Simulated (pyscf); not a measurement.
Hydrogen abstraction: HO–Si:–F [singlet] + H• → [O=Si–F]• + H₂

Gas phase, doublet surface, charge 0. Bonds broken: O1–H3. Bonds formed: H3–H4. Optimised with ωB97X-D3(BJ)/def2-SVP in PySCF.

Transition state (Å):

```xyz
5

O     -0.1825    -1.4287    -0.2619
Si    -1.0045    -2.8135    -0.0120
H     -0.6239    -0.3296     0.2603
H     -1.0246     0.3384     0.6686
F     -2.2863    -2.4106     0.9164
```

One imaginary mode, 1315i cm⁻¹; descent along it reached the two sides named.

```
bond   change  reactant side (Å)  saddle  product side
-----  ------  -----------------  ------  ------------
O1–H3  breaks              0.967   1.294         2.446
H3–H4   forms                2.7   0.880         0.762
```

Electronic energies relative to the separated reactants (kcal/mol):

```csv
level,barrier,reaction energy,reverse barrier
ωB97X-D3(BJ)/def2-TZVP,14.8,-3.0,17.8
PBE/def2-TZVP,3.6,-8.6,12.2
r²SCAN/def2-TZVP,4.1,-11.1,15.2
B3LYP-D3(BJ)/def2-TZVP,6.0,-7.7,13.7
PBE0-D3(BJ)/def2-TZVP,10.8,-3.3,14.1
M06-2X/def2-TZVP,16.1,-2.6,18.8
ωB97M-D3(BJ)/def2-TZVP,15.1,-1.2,16.3
HF/def2-TZVP,29.0,+8.4,20.5
```

With ωB97M-D3(BJ)/def2-TZVP energies and thermal terms (ideal gas, 1 atm, RRHO with modes under 100 cm⁻¹ raised to 100, one conformer, R ln 2 for chiral ones without a mode under 150 cm⁻¹), in kcal/mol:

```tsv
T (K)	ΔH‡	ΔG‡	ΔH	ΔG
298	13.0	19.6	-1.4	-2.5
600	12.5	26.5	-1.8	-3.5
900	12.3	33.5	-2.3	-4.3
1200	12.1	40.6	-2.9	-4.8
```

This is the saddle that the search found; another between the same sides may lie lower. The angle at the transferred H is 171°.
